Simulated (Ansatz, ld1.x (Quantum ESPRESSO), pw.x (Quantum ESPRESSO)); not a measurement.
**From atom to crystal: TM potential for vanadium**

vanadium (V), norm-conserving Troullier–Martins (Kleinman–Bylander form), made with ld1.x (Quantum ESPRESSO) 7.5 (PBEsol, scalar-relativistic). Core [Ar], reference 3d3 4s2 4p0. Waves: 4p (bound, empty): rc 2.60 bohr; 3d (bound): rc 1.85 bohr; 4s (bound): rc 1.90 bohr. Local part: the s channel. Core correction: Bessel-smoothed model core inside 1.05 bohr.

Atomic tests: cutoffs needed: 70 Ry and 80 Ry (the cutoffs (Ry, on a coarse ladder) from which the occupation-weighted sum of valence levels, in a spherical-Bessel basis at the reference potential, stays within 10 and 1 mRy of its value at 400 Ry); ghost test: no extra level below or beside the all-electron valence levels (p, d, s, f tested) (spherical-Bessel basis up to 400 Ry, 20 bohr box); largest excitation error: -583 meV (all-electron minus pseudo) for 3d2 4s0 4p0, out of 7 test configurations.

Crystal test: bcc V in pw.x 7.5, no spin, 16³ k-points, Fermi–Dirac smearing 0.01 Ry, cutoffs 100/400 Ry. The reference is all-electron LAPW (Ansatz 0.2.0) with the same functional, mesh and smearing; V0 and B0 come from Birch–Murnaghan fits to the pressures at five volumes. Errors are pseudo minus all-electron; Δ is the rms difference of the E(V) curves that follow from these fits, minima aligned, over ±6 % about the mean V0. Mesh and smearing are coarse, so the numbers serve the comparison and aren't converged zero-temperature values; the lattice is a test structure that the element need not adopt.

```tsv
V (Å³/atom)	P all-electron (GPa)	P pseudo (GPa)
12.276	12.20	27.17
12.599	6.29	19.92
12.922	1.03	13.47
13.245	-3.64	7.73
13.568	-7.79	2.62
```

All-electron: a0 = 2.962 Å (V0 = 12.99 Å³/atom), B0 = 194.1 GPa.

Pseudopotential: mean pressure error (GPa): +12.56. The pressure does not cross zero within the volumes sampled, so no fit is given. The largest radius (2.60 bohr) exceeds half the bond length (2.42 bohr), so the spheres overlap, which is one possible source of error among others. This is a poor potential for the solid.

At the middle volume, how do free energy and pressure move when the wave cutoff is lowered (ecutrho kept at four times it)?

```tsv
cutoff (Ry)	shift of F (meV/atom)	shift of P (GPa)
45	+2622.4	-145.98
60	+193.6	-18.56
80	+2.8	-0.10
```

The run at the middle volume (145 k-points, 9 iterations) took about 24 s on one core of a shared host (Neoverse-V1, 32 threads, 247 GiB, load 10).
